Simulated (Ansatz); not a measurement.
```yaml
crystal:
  periodic: [false, false, false]
  atoms:
    - {symbol: C, position_ang: [-0.831569, 1.096522, -0.476329]}
    - {symbol: Al, position_ang: [0.653630, -0.348553, 0.074346]}
    - {symbol: S, position_ang: [0.056884, -1.980500, 1.422087]}
    - {symbol: H, position_ang: [-0.458979, 2.300997, -0.197656]}
    - {symbol: H, position_ang: [-1.754754, 0.807371, 0.045926]}
    - {symbol: H, position_ang: [-1.103935, 1.117158, -1.532830]}
    - {symbol: H, position_ang: [1.983339, -0.235977, -0.667548]}
    - {symbol: H, position_ang: [1.182909, -2.713884, 1.162617]}
basis:
  gaussian: {orbitals: STO-3G}
hamiltonian: {xc: {name: BHLYP}, dispersion: d3bj}
relax: {f_tol: 0.001, max_steps: 1}
output: {forces: true}
```

```sh
$ ansatz run in.yaml --threads 2 --pin off --events-out ev --progress --plain --max-ram 32768MiB --backend cpu
```

Shortened log:

```
Functional definition: BHLYP
362 factors; integrals over basis functions are off by at most 7.4e-6 eV
mean field evaluation 1: about -18336.4559 eV, gradient 1.9e1 eV
mean field evaluation 2: about -18337.3751 eV, gradient 1.2e1 eV
mean field evaluation 4: about -18337.9399 eV, gradient 3.2e-1 eV
mean field evaluation 8: about -18337.9162 eV, gradient 1.7e-3 eV
mean field -18337.91622301 eV, -673.9059913097 hartree, gradient 3.3e-5 eV, S^2 0.000000; 0 other end points of the search recorded, 0 dependent functions left out
reference -18337.91634457 eV, -673.9059957769 hartree; 20, 20 occupied and 8, 8 virtual orbitals, 362 factors
relax step   1: F+E_penalty+E_count = -18338.12727200 eV  Δ(F+E_penalty+E_count) = +0.000e0 eV  max|allowed force component| = 5.006e0 eV/Å  Δτ_max = 0.0000 Å  (19 SCF iters, accepted)
Error: geometry relaxation did not converge after 1 steps: max|allowed force component| = 5.01e0 eV/Å (threshold 1.0e-3). Raise `relax.max_steps` over both its present limit and 1, loosen `relax.f_tol`, or start from a geometry closer to equilibrium. Where this run's directory can be resumed (`checkpoint.write`), a resume goes on for up to `relax.max_steps` more
```

**Question.** Something in this input is off. What?

**Answer.** The relaxation is allowed too few steps for its threshold. No converged result was reached.
